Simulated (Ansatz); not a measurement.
Input file:

```yaml
crystal:
  periodic: [false, false, false]
  atoms:
    - {symbol: Be, position_ang: [-0.595037, 0.000000, 0.911231]}
    - {symbol: Be, position_ang: [0.459283, 0.000000, -0.911231]}
    - {symbol: H, position_ang: [0.079740, 0.000000, 2.077628]}
    - {symbol: H, position_ang: [1.134061, 0.000000, -2.077628]}
basis:
  gaussian: {orbitals: 6-31G}
magnetization: {spin_polarized: false}
correlation: {method: ccsdtq, electrons: outside_noble_gas}
```

```sh
$ ansatz run in.yaml --threads 1 --pin off --events-out ev --progress --plain --max-ram 2393MiB
```

Task: Roughly how long does this take on 1 thread of INTEL XEON PLATINUM 8581C, shared host, and how much host memory?

Result: 2 s wall and 0.12 GiB.

```
497 factors; integrals over basis functions are off by at most 1.6e-7 eV
mean field evaluation 1: about -824.7661 eV, gradient 1.0e1 eV
mean field evaluation 2: about -824.7547 eV, gradient 1.0e1 eV
mean field evaluation 4: about -825.6576 eV, gradient 5.1e-1 eV
mean field evaluation 8: about -825.6591 eV, gradient 5.1e-4 eV
mean field evaluation 16: about -825.6591 eV, gradient 2.2e-6 eV
mean field -825.65914241 eV, -30.3424138316 hartree, gradient 2.2e-6 eV, S^2 0.000000; 0 other end points of the search recorded, 0 dependent functions left out
2 core orbitals not correlated: weight in the atoms' cores, before any rotation towards them, 1.000 or more for the frozen orbitals, at most 0.000 for the correlated occupied ones
reference -825.65914241 eV, -30.3424138316 hartree; 3, 3 occupied and 17, 17 virtual orbitals, 497 factors
second order -1.28909890 eV of doubles, -0.00000000 eV of singles
cycle   1  -1.64853375 eV  change   -3.6e-1 eV  update   6.0e-2
cycle   2  -1.87546937 eV  change   -2.3e-1 eV  update   3.0e-2
cycle   3  -1.89191295 eV  change   -1.6e-2 eV  update   9.1e-3
cycle   4  -1.89458208 eV  change   -2.7e-3 eV  update   2.9e-3
cycle   5  -1.89532674 eV  change   -7.4e-4 eV  update   1.4e-3
cycle   6  -1.89519293 eV  change    1.3e-4 eV  update   5.8e-4
cycle   7  -1.89531203 eV  change   -1.2e-4 eV  update   2.9e-4
cycle   8  -1.89544108 eV  change   -1.3e-4 eV  update   1.4e-4
cycle   9  -1.89542881 eV  change    1.2e-5 eV  update   7.0e-5
cycle  10  -1.89538852 eV  change    4.0e-5 eV  update   3.1e-5
cycle  11  -1.89538347 eV  change    5.1e-6 eV  update   1.4e-5
cycle  12  -1.89538738 eV  change   -3.9e-6 eV  update   6.2e-6
cycle  13  -1.89539150 eV  change   -4.1e-6 eV  update   2.8e-6
cycle  14  -1.89539141 eV  change    9.6e-8 eV  update   1.2e-6
cycle  15  -1.89539072 eV  change    6.9e-7 eV  update   5.5e-7
cycle  16  -1.89539045 eV  change    2.6e-7 eV  update   2.3e-7
Total energy: -827.55453286 eV, -30.4120681461 hartree
```

For the same geometry and basis full CI lies 0.0 meV lower.
